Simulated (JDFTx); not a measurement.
System: nitrogen, N2 (SMILES N#N), charge 0, multiplicity 1; geometry: optimised with GFN2-xTB in vacuum (no frequencies checked; largest PBE force component 1.5 eV/Å). Coordinates in Å:
```xyz
2

N      0.549    -0.013     0.007
N     -0.549     0.013    -0.007
```

Computed with a modified build of JDFTx: PBE, GBRV ultrasoft potentials, plane waves to 20/100 Ha. Liquid: CANDLE, water, 2 M NaF. The liquid run sits in a periodic box with 3.75 Å from the outermost atoms to the faces; the vacuum run is isolated. The box matters at about 0.01 eV. Solvation energy here means the total energy in the continuum liquid minus that in vacuum, same nuclei, nothing added for thermal motion or standard states.

Problem. Predict the solvation energy and the highest occupied level.

Solution. The solvation energy comes out as 1.1 kcal/mol and the part: cavitation term of the fluid is 5.4 kcal/mol. The part: dispersion term of the fluid comes out as -3.7 kcal/mol. The part: electrostatic term of the fluid is -0.6 kcal/mol and the part: distortion of the solute's electrons is 0.1 kcal/mol. The highest occupied level in vacuum (zero: vacuum level) comes out as -10.23 eV and the highest occupied level in the liquid (zero: bulk electrolyte) is -10.04 eV.
